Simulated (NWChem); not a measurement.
Program: NWChem. System: acetic acid (C₂H₄O₂), charge 0, spin multiplicity 1, at a geometry optimised with B3LYP/def2-SVP. Level: PBE0/6-311++G** (spherical d).

Input file:

```
start mol
memory heap 200 mb stack 900 mb global 1100 mb
geometry units angstroms nocenter noautoz
  C      1.354571     0.352959     0.000000
  C     -0.070460    -0.138717     0.000000
  O     -0.950483     0.887043     0.000000
  O     -0.421195    -1.291453     0.000000
  H      2.039521    -0.502700     0.000000
  H      1.533675     0.981767    -0.885745
  H      1.533675     0.981767     0.885745
  H     -1.838106     0.488999     0.000000
  symmetry group Cs
end
basis spherical
  * library 6-311++g**
end
dft
  xc pbe0
  semidirect memsize 60000000 filesize 0
  iterations 100
end
task dft energy
```

Output (cleaned and shortened):

```
             Northwest Computational Chemistry Package (NWChem) 7.3.0
             --------------------------------------------------------

                                NWChem Input Module
                                -------------------

 Scaling coordinates for geometry "geometry" by  1.889725989
 (inverse scale =  0.529177249)

 Turning off AUTOSYM since
 SYMMETRY directive was detected!

                             Geometry "geometry" -> ""
                             -------------------------

 Output coordinates in angstroms (scale by  1.889725989 to convert to a.u.)

  No.       Tag          Charge          X              Y              Z
 ---- ---------------- ---------- -------------- -------------- --------------
    1 C                    6.0000     1.35457100     0.35295900     0.00000000
    2 C                    6.0000    -0.07046000    -0.13871700     0.00000000
    3 O                    8.0000    -0.95048300     0.88704300     0.00000000
    4 O                    8.0000    -0.42119500    -1.29145300     0.00000000
    5 H                    1.0000     2.03952100    -0.50270000     0.00000000
    6 H                    1.0000     1.53367500     0.98176700    -0.88574500
    7 H                    1.0000     1.53367500     0.98176700     0.88574500
    8 H                    1.0000    -1.83810600     0.48899900     0.00000000

 Effective nuclear repulsion energy (a.u.)     121.0097903348

            Nuclear Dipole moment (a.u.)
            ----------------------------
        X                 Y               Z
 ---------------- ---------------- ----------------
     0.0000132281     0.0000094486     0.0000000000

      Symmetry information
      --------------------

 Group name             Cs
 Group number              2
 Group order               2
 No. of unique centers     7

      Symmetry unique atoms

     1    2    3    4    5    6    8


 Summary of "ao basis" -> "" (spherical)
 ------------------------------------------------------------------------------
       Tag                 Description            Shells   Functions and Types
[...]
 Vector   16  Occ=2.000000D+00  E=-3.027012D-01  Symmetry=a'
              MO Center= -2.9D-01, -8.0D-01, -1.8D-15, r^2= 1.8D+00
   Bfn.  Coefficient  Atom+Function         Bfn.  Coefficient  Atom+Function
  ----- ------------  ---------------      ----- ------------  ---------------
    73      0.380767  4 O  px                77      0.345334  4 O  px
    69      0.256491  4 O  px                14     -0.239136  1 C  s
    56     -0.168765  3 O  py                52     -0.163590  3 O  py
    58      0.161342  3 O  s                 37      0.150409  2 C  px
    10     -0.144002  1 C  s                 36      0.124991  2 C  s

 Vector   17  Occ=0.000000D+00  E=-5.038810D-03  Symmetry=a'
              MO Center= -1.0D-01,  7.4D-01, -1.5D-13, r^2= 1.3D+01
   Bfn.  Coefficient  Atom+Function         Bfn.  Coefficient  Atom+Function
  ----- ------------  ---------------      ----- ------------  ---------------
    14      4.832050  1 C  s                 36     -1.835499  2 C  s
    99     -1.104228  6 H  s                106     -1.104228  7 H  s
   113     -1.076838  8 H  s                 37     -0.928555  2 C  px
    92     -0.535209  5 H  s                 10      0.522629  1 C  s
    15     -0.441899  1 C  px                98     -0.352876  6 H  s

 Vector   18  Occ=0.000000D+00  E=-1.556727D-04  Symmetry=a"
              MO Center=  9.5D-02, -7.1D-02,  2.2D-14, r^2= 3.2D+00
   Bfn.  Coefficient  Atom+Function         Bfn.  Coefficient  Atom+Function
  ----- ------------  ---------------      ----- ------------  ---------------
    99      0.846605  6 H  s                106     -0.846605  7 H  s
    35      0.610876  2 C  pz                31      0.380939  2 C  pz
    17      0.369383  1 C  pz                79     -0.319470  4 O  pz
    98      0.278371  6 H  s                105     -0.278371  7 H  s
    83     -0.266856  4 O  pz                75     -0.243458  4 O  pz

 Vector   19  Occ=0.000000D+00  E= 1.773127D-02  Symmetry=a'
              MO Center= -2.5D-01,  6.3D-01, -1.1D-14, r^2= 1.6D+01
   Bfn.  Coefficient  Atom+Function         Bfn.  Coefficient  Atom+Function
  ----- ------------  ---------------      ----- ------------  ---------------
    14      4.011225  1 C  s                 36     -1.788963  2 C  s
   113      1.603039  8 H  s                 99     -1.241728  6 H  s
   106     -1.241728  7 H  s                 92     -0.857955  5 H  s
    98     -0.411832  6 H  s                105     -0.411832  7 H  s
    38     -0.322273  2 C  py                15     -0.318484  1 C  px

 center of mass
 --------------
 x =  -0.10188937 y =  -0.06084373 z =   0.00000000

 moments of inertia (a.u.)
 ------------------
         160.505599081203          -7.360289292029           0.000000000000
          -7.360289292029         189.662334723128           0.000000000000
           0.000000000000           0.000000000000         338.873610668088

     Multipole analysis of the density
     ---------------------------------

     L   x y z        total         alpha         beta         nuclear
     -   - - -        -----         -----         ----         -------
     0   0 0 0      0.000000    -16.000000    -16.000000     32.000000

     1   1 0 0      0.182471      0.091229      0.091229      0.000013
     1   0 1 0      0.661974      0.330982      0.330982      0.000009
     1   0 0 1      0.000000      0.000000      0.000000      0.000000

     2   2 0 0    -13.781644    -63.899554    -63.899554    114.017463
     2   1 1 0     -0.352075     -3.070903     -3.070903      5.789731
     2   1 0 1     -0.000000     -0.000000     -0.000000      0.000000
     2   0 2 0    -21.819498    -51.834260    -51.834260     81.849023
     2   0 1 1      0.000000      0.000000      0.000000      0.000000
     2   0 0 2    -17.324001    -11.463658    -11.463658      5.603316

 Task  times  cpu:        5.4s     wall:        5.4s

 Total times  cpu:        5.4s     wall:        5.4s
```
